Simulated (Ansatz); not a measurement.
**A rate constant, worked out**

An elementary step of AlH₂F, closed shell (AlH₂F ([F][AlH2]) → AlH + HF; Al–F, Al–H broken or loosened, F–H formed or tightened). The start structure is the reactant molecule, and the electronic barrier above it is 3.615 eV by CCSD(T) at an estimated basis limit (MP2 extrapolated from triple and quadruple zeta, plus CCSD(T) − MP2 in triple zeta). Computed with Ansatz 0.2.0 (basis: def2-TZVPP and def2-QZVPP); correlated methods freeze the cores. Extrapolation: Hartree–Fock as exp(−7.88 √X), correlation as X^−2.97. Harmonic wavenumbers at PBE0-D4/def2-TZVP (Ansatz 0.2.0), in cm⁻¹:

Start: 550, 624, 765, 846, 1963, 1976.

Saddle: 1254i, 432, 477, 612, 1717, 1825.

Task: Work out the transition-state-theory rate constant at 900 K from these numbers alone (harmonic vibrations; rotation, path degeneracy and anharmonicity left out), and the Wigner tunnelling factor. Use 1 cm⁻¹ = 1.2398 × 10⁻⁴ eV and k_B = 8.617 × 10⁻⁵ eV/K.

Result: Zero-point energies, half the sums: start 6724/2 cm⁻¹ = 0.4168 eV; saddle, real modes only, 5063/2 cm⁻¹ = 0.3139 eV.
Barrier with zero-point energy: 3.615 + 0.3139 − 0.4168 = 3.5121 eV.
k_BT = 0.07756 eV, so the barrier is 45.28 k_BT.
Vibrational partition functions from the zero-point level, ln q = −Σ ln(1 − exp(−hν/k_BT)): start 1.732, saddle 1.917.
k = (k_BT/h) exp(ln q‡ − ln q) exp(−E0/k_BT), with log₁₀(k_BT/h in s⁻¹) = 13.27: log₁₀ k = 13.27 + (0.185 − 45.28)/2.3026 = -6.31, so k ≈ 5 × 10^(-7) s⁻¹.
Wigner factor: 1 + (hν‡/k_BT)²/24 = 1 + (2.00)²/24 = 1.17. A change of 1 kcal/mol (0.043 eV) in the barrier would change k by a factor of 1.7 at this temperature.

No T1 diagnostic of these runs exceeds 0.019. The restricted Hartree–Fock reference is unstable towards an unrestricted one at one or more of these structures.

Labels in which every atom is bracketed show which atoms are joined, not bond orders.

For scale, one of the runs: CCSD(T)/def2-TZVPP, 101 basis functions, launched by `ansatz run in.yaml --threads 2 --pin off --events-out ev --progress --plain --max-ram 4352MiB`. Hardware: 2 CPU threads of an Arm Neoverse V2, shared host. Wall time about 1.4 s.
